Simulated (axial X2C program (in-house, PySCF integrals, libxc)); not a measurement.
# Worked dissociation energy of LiO⁺: MP2, two-component

Computed with an in-house relativistic program for diatomic molecules. Two-component (2c) means X2C with spin–orbit coupling and atomic mean-field two-electron Coulomb and Gaunt terms. Basis: O dyall-av3z [7s6p3d2f], Li dyall-cv3z [7s8p2d] (cores contracted in-house); Gaussian nuclei, density fitting, unrestricted open shells. Masses: O 15.995 u, Li 7.016 u.

Molecular state: Ω = 1 (⟨Sz⟩ = 1.00, ⟨Lz⟩ = 0.00 at HF).

Correlated methods: 6 electrons correlated (number of frozen shells: O 1 s; Li 1 s), 172 virtual spin orbitals or spinors in MP2.

```
E(O) (2M_J = 4)   : -75.017382 hartree
E(Li+) (2M_J = 0) : -7.236943 hartree
E(LiO⁺) at Re     : -82.271776 hartree
ωe                : 349.6 cm⁻¹
ωexe              : 9.44 cm⁻¹
```

(1) Work out De and D0.

One determinant describes the state; a PBE0 search over occupations chose it and may have missed a lower one. De is counted from the lowest determinant-based energies of the atoms at the same level, without counterpoise correction. With several unpaired electrons one determinant need not be a pure state. Open-shell Ω = 0 determinants with evenly filled partner blocks cannot be reached by this program, so the Ω shown need not be the lowest component. This is the Ω = 1 component of a π² triplet; the 0⁺ component is not one determinant and can lie lowest.

Each atomic determinant is the lowest at this level and need not be a pure J level. Totals compare only within one Hamiltonian and basis.

Answers

(1) De = -75.017382 + (-7.236943) − (-82.271776) = 0.01745 hartree = 0.475 eV. The zero-point energy is ωe/2 − ωexe/4 = 172 cm⁻¹ = 0.021 eV, so D0 = 0.453 eV.
